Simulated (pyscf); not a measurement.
A first-order saddle from PySCF, ωB97X-D3(BJ)/def2-SVP:

```xyz
12

O      1.9580     0.5564     0.1961
Si     0.5987    -0.4245     0.0782
H      1.9918     1.2717    -0.4495
H      0.0124    -1.8207    -0.6116
H     -0.1001     0.2533    -1.0560
H      0.9701    -1.3148     1.2135
O     -2.9246    -0.0632     0.3158
Si    -1.5934    -0.4251     1.2650
H     -3.6521     0.3931     0.7512
H     -0.7658    -1.4691     0.0026
H     -1.8347    -1.5832     2.1806
H     -1.2627     0.7422     2.1466
```

Surface: singlet, charge 0. Lowest wavenumbers (cm⁻¹): 1216i, 90, 133, 176, 212.

Q: Name the species on either side of this saddle.

A: HO–SiH₃ + HO–SiH₃ ⇌ HO–SiH₂–SiH₂–OH + H₂, a four-centre exchange read from left to right: H–Si, H–Si broken and Si–Si, H–H formed. At ωB97M-D3(BJ)/def2-TZVP it lies +2.56 eV from the left side and +2.16 eV from the right (each side as separated species at their lowest minima found). At the saddle there is also a short H–Si contact that neither side keeps. HO–SiH₂–SiH₂–OH lies 1.56 eV over its isomer HO–SiH₂–O–SiH₃ (electronic energy, ωB97M-D3(BJ)/def2-TZVP). This is the saddle that the search found; another between the same sides may lie lower.
